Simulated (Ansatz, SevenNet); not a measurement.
Voigt–Reuss–Hill shear modulus (GPa) of solids drawn from the class of intermetallic compounds, at two levels: the machine-learned potential SevenNet-l3i5 (trained on PBE and PBE+U data), and PBE (Ansatz, an electronic-structure program, plane waves, PAW).

| solid | SevenNet-l3i5 | PBE | shift (%) |
|---|---|---|---|
| L1₀ (CuAu-type) CuAu | 30.7 | 28.8 | -6.2 |
| L1₂ (Cu3Au-type) Cu₃Au | 36.4 | 46.5 | +28 |
| antifluorite Mg₂Ge | 21.9 | 42.4 | +94 |
| CsCl-type RuAl | 64.3 | 107 | +66 |
| L1₂ (Cu3Au-type) Ni₃Fe | 85.4 | 95.8 | +12.2 |
| fluorite PtAl₂ | 11.6 | 38.9 | +235 |
| L1₂ (Cu3Au-type) Pt₃Ti | 72.0 | 112 | +56 |
| fluorite AuAl₂ | 21.0 | 37.8 | +80 |
| CsCl-type PdIn | 7.38 | 27.2 | +269 |
| L1₂ (Cu3Au-type) Al₃Sc | 35.0 | 70.3 | +101 |

The shifts run from -6.2 % to +269 %, with a median of +73 %.

Of 10 rows, PBE is the larger in 9 and the smaller in 1.

Ansatz's runs of these crystals have no spin polarisation, but for L1₂ (Cu3Au-type) Ni3Fe.

Density-functional runs with spin start from parallel moments for L1₂ (Cu3Au-type) Ni3Fe.

Spin–orbit coupling is left out, also for the solids with elements from indium on (L1₀ (CuAu-type) CuAu, L1₂ (Cu3Au-type) Cu3Au, fluorite PtAl2, L1₂ (Cu3Au-type) Pt3Ti, fluorite AuAl2, CsCl-type PdIn); its size isn't shown.

Each level is taken at its own relaxed cell. Ansatz's density-functional and Hartree–Fock values are scalar-relativistic unless marked +SOC, with PAW data made under PBE.
